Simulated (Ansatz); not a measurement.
## Worked example: the barrier

An elementary step of CH5ClSi, closed shell (CH₅ClSi ([CH3][SiH2][Cl]) → CH₄Si ([CH2][SiH2]) + HCl; bonds formed: Cl2–H4; bonds broken: Si1–Cl2, C3–H4). “Start” is the structure reached by relaxing down from the saddle towards the reactants; PBE0-D4/def2-TZVP structures. The saddle:

| atom | x (Å) | y (Å) | z (Å) |
| --- | --- | --- | --- |
| Si1 | -0.7865 | -0.5189 | -0.1115 |
| Cl2 | 1.4645 | -0.1251 | -1.8000 |
| C3 | 0.0850 | 0.5477 | 0.9163 |
| H4 | 1.0395 | 0.3367 | -0.4951 |
| H5 | -1.7578 | -0.0391 | -1.1128 |
| H6 | -0.6236 | -1.9838 | -0.0556 |
| H7 | 0.7089 | 0.1723 | 1.7196 |
| H8 | -0.1300 | 1.6101 | 0.9391 |

Computed with Ansatz 0.2.0 (basis: def2-TZVPP and def2-QZVPP); correlated methods freeze the cores.

Energies in eV:

| quantity | saddle | start |
| --- | --- | --- |
| Hartree–Fock, triple zeta (X = 3) | -21474.16676 | -21478.33912 |
| Hartree–Fock, quadruple zeta (X = 4) | -21474.81916 | -21478.99301 |
| MP2 correlation, X = 3 | -14.07264 | -13.50103 |
| MP2 correlation, X = 4 | -15.18704 | -14.61016 |
| CCSD(T) correlation, X = 3 | -15.90857 | -15.33858 |

(1) Work out the barrier at the basis limit: extrapolate Hartree–Fock as E(X) = E∞ + A exp(−7.88 √X) and the MP2 correlation as E(X) = E∞ + B X^−2.97 (the exponents that Neese and Valeev fitted for def2-TZVPP and QZVPP), then add CCSD(T) − MP2 in triple zeta.

T1 diagnostic: at most 0.014. The restricted Hartree–Fock reference is unstable towards an unrestricted one at one or more of these structures.

Answers

(1) Each step is linear, so take the differences first (saddle − start): Hartree–Fock 4.17236 (X = 3) and 4.17385 (X = 4); MP2 correlation -0.57161 and -0.57688; CCSD(T) correlation -0.56999.
Two points give E∞ = E(4) + w [E(4) − E(3)], with w = 1/(exp(7.88 (2 − √3)) − 1) = 0.1377 for Hartree–Fock and w = 1/((4/3)^2.97 − 1) = 0.7407 for the correlation.
Hartree–Fock: 4.17385 + 0.1377 × 0.00149 = 4.1741 eV.
MP2 correlation: -0.57688 + 0.7407 × (-0.00527) = -0.5808 eV.
CCSD(T) − MP2: -0.56999 − (-0.57161) = 0.0016 eV.
Sum: 4.1741 + (-0.5808) + 0.0016 = 3.5949 eV, or 82.90 kcal/mol. Plain CCSD(T) in triple zeta gives 3.6024 eV, so the larger basis shifts the result by -0.0075 eV.

Labels in which every atom is bracketed show which atoms are joined, not bond orders.

For scale, one of the runs: CCSD(T)/def2-TZVPP, 185 basis functions, launched by `ansatz run in.yaml --threads 2 --pin off --events-out ev --progress --plain --max-ram 4352MiB`. The run took 28 s on 2 CPU threads of an Arm Neoverse V2 (shared host), with 1.7 GiB of host memory at its peak.
